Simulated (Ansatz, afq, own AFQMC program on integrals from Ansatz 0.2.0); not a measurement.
Two steps: Ansatz 0.2.0 writes the Fock matrix and Cholesky factors of the valence space, and afq projects on them the lowest state that overlaps trial and start.

```yaml
crystal:
  periodic: [false, false, false]
  atoms:
    - {symbol: O, position_ang: [0.000000, 0.000000, 0.000000]}
    - {symbol: C, position_ang: [0.000000, 0.000000, 1.195530]}
basis:
  gaussian: {orbitals: cc-pVTZ}
magnetization: {spin_polarized: false, initial_magnetization: 2}
correlation: {method: ccsd_t, electrons: outside_noble_gas, hamiltonian_folder: ham}
```

```sh
$ ansatz run in.yaml --threads 1 --pin off --events-out ev --progress --plain --max-ram 16896MiB --backend cuda --devices 0, --max-vram 18GiB
```

Options of the walk:

```
--method phaseless --trial hf --walkers 2600 --populations 20 --least-time 40 --time-step 0.005 --steps-per-block 20 --equilibration-blocks 112 --max-blocks 4000 --target-error 0.0009500 --factor-cut 1e-05 --start spin_pure --seed 9818 --taylor-order 6
```

Times are imaginary, in 1/Eh. The walk had a cap of 98 s. With eight or more populations the least sampling time is a fifth of least-time, and the error comes from their spread.

afq prints:

```
orbitals 58  electrons 6 4  factors 364 of 364
reference energy -112.57805631 Eh
CCSD correlation -0.33897477 Eh in 13 cycles, weight of the determinant in the CISD state 0.8834
energy of the start -112.578057 Eh
 block  time / (1/Eh)  mean weight  energy / Eh
     1     0.100  1.0020  -112.702198
     2     0.200  1.0027  -112.774774
     3     0.300  1.0031  -112.819593
     4     0.400  1.0022  -112.841220
     5     0.500  1.0017  -112.856119
    10     1.000  1.0010  -112.900631
    56     5.600  1.0002  -112.927429
   100    10.000  1.0001  -112.950027
   111    11.100  0.9993  -112.939450
   122    12.200  1.0006  -112.915315
   166    16.600  0.9998  -112.933219
   221    22.100  1.0003  -112.926055
   276    27.600  0.9991  -112.917353
   331    33.100  0.9999  -112.930424
   386    38.600  0.9998  -112.922690
   441    44.100  0.9999  -112.932481
   452    45.200  1.0001  -112.934275
error from the spread of 20 populations
energy -112.929847 +/- 0.001136 Eh
(rows thinned)
```

The run passed its tests (sampling time, drift between the halves within three errors, error under three times the target), which doesn't prove that it has relaxed, ending at its cap on processor time.

Against this walk (error 30.9 meV) on the same determinant: CCSD(T) 94.8 meV lower, CCSDT(Q) 135.2 meV lower, a separate phaseless walk with a CISD trial and standard settings 90.5 ± 31.4 meV lower. The error is statistical and leaves out the bias of the constraint. CCSDT(Q) is the surest value here, so the walk's 135 meV above it is most likely the bias of the constraint with this trial, which can have either sign.

Cautions: constraint bias not in the error; error above the target (30.9 against 25.9 meV); another spin lies lower (by 5.87 eV); a spin-contaminated unrestricted determinant lies lower (UHF 314 meV lower, ⟨S²⟩ 2.19).

The walk took 98 s on 1 × NVIDIA H100 80GB HBM3 with 2 threads of AMD EPYC 7R13 Processor (Zen 3), on a shared host (the card was shared). The log's last line is the phaseless energy.

CCSDT and higher add their correlation energy to the determinant of the CCSD(T) run, since their own runs factorise the integrals more tightly (a shift of under 2 meV). A walk keeps the symmetry of its determinant, which the program's search chose and which needn't be the lowest solution, so a lower state of the same spin and another symmetry isn't excluded.
